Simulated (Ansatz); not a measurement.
# Al2Si: the cost of one run

Program: Ansatz 0.2.0, Gaussian basis. Level of theory: cc-pVTZ, core rule «outside noble gas», up to 15 orbitals frozen. These are calculated values, not measurements.

Plan: UHF; CCSD(T) on ROHF; CCSD(T) on UHF; BCCD(T) on ROHF; CCSDT(Q) on ROHF; CCSDT(Q) on UHF; CASSCF and MRCISD+Q, 9 electrons in 12 orbitals; CASSCF and NEVPT2, 9 electrons in 12 orbitals.

6 further runs of the same task are left out: 6 set aside as unsound or not needed.

## Step 1: What is computed

The geometry is a PBE0/def2-TZVP stationary point (not a proven minimum) of the parent state, kept for this charge and spin.

3 atoms, charge 1, spin multiplicity 2.

Atoms are counted from 1 here; the program's logs count them from 0.

Bond lengths: Al1–Si2 2.527 Å, Si2–Al3 2.527 Å. Angles: Al1–Si2–Al3 180.0°.

## Step 2: UHF

Contents of in.yaml:

```yaml
crystal:
  periodic: [false, false, false]
  atoms:
    - {symbol: Al, position_ang: [0.000000, 0.000000, 2.527200]}
    - {symbol: Si, position_ang: [0.000000, 0.000000, 0.000000]}
    - {symbol: Al, position_ang: [0.000000, 0.000000, -2.527200]}
basis:
  gaussian: {orbitals: cc-pVTZ}
total_charge: 1
magnetization: {spin_polarized: true, initial_magnetization: 1}
hamiltonian: {xc: hf}
output: {orbitals: {seedname: orbitals}}
```

Run with:

```bash
$ ansatz run in.yaml --threads 1 --pin off --events-out ev --progress --plain --max-ram 2816MiB --backend cpu
```

**Question.** How long does this run take on 1 thread of AMD EPYC 7R13, shared host, and how much memory does it need?

About 16 s, with a peak of 0.31 GiB.
